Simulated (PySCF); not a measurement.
Gas-phase reaction: H2SiNH + 3 NH3 = Si(NH2)4 + 2 H2

Computed with PySCF and rigid-rotor harmonic-oscillator thermochemistry at 1 bar. † marks an energy on the PBE0/def2-TZVP geometry and frequencies; other levels use their own. All species are closed-shell singlets. H2SiNH, Si(NH2)4: computed as isolated molecules; such fragments, hydroxides, amides, oligomers or adducts are transient or little studied in the gas.

PBE/def2-TZVP† gives ΔH°(298 K) = -364 kJ.

### Question
What do r2SCAN/def2-TZVP†, ωB97M-V/def2-TZVP†, PBE/def2-SVP give?

### Answer
r2SCAN/def2-TZVP†: -410 kJ; ωB97M-V/def2-TZVP†: -413 kJ; PBE/def2-SVP: -359 kJ. For scale, ΔH°(298 K) is -364 kJ at this level, -413 kJ at ωB97M-V/def2-TZVP†, and runs from -442 to -184 kJ over the 18 levels computed.
